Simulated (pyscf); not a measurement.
Optimised with ωB97X-D3(BJ)/def2-SVP in PySCF. MP2 and CC: frozen core, UHF for open shells. ΔMP2 is the change of the MP2 total energy from the triple- to the quadruple-zeta basis.

### Question
Estimate the classical barrier height and the reaction energy of HO–GeH₃ + hydrogen chloride (HCl) → Cl–GeH₃ + water (H₂O) at CCSD(T)/def2-TZVPP + ΔMP2(QZVPP). The step runs on the singlet surface, breaks Ge–O, Cl–H and forms Cl–Ge, H–O; take the separated reactants as zero.

### Answer
ΔE‡ = 10.8 kcal/mol, ΔE = -12.1 kcal/mol. Zero-point energy shifts the barrier by +3.1 kcal/mol. It is a four-centre exchange, with an imaginary mode of 178i cm⁻¹. On the reactant side the descent ends in a complex, 6.9 kcal/mol under the separated species and 14.2 kcal/mol under the saddle at ωB97X-D3(BJ)/def2-TZVP. On the product side the descent ends in a complex, 4.4 kcal/mol under the separated species and 25.2 kcal/mol under the saddle at ωB97X-D3(BJ)/def2-TZVP. At ωB97X-D3(BJ) the barrier from the zero used here is 7.3 kcal/mol. One saddle was located; it need not be the lowest between these sides. The CCSD(T) − MP2 part came from Ansatz, without density fitting, on the same reference. The frozen core leaves the outer d or s,p core shells of the metals and heavy elements correlated in the MP2 and CC values, and def2-TZVPP describes them poorly, which can shift differences by a few kcal/mol. Elements up to Kr have no core potential and no relativistic terms here.
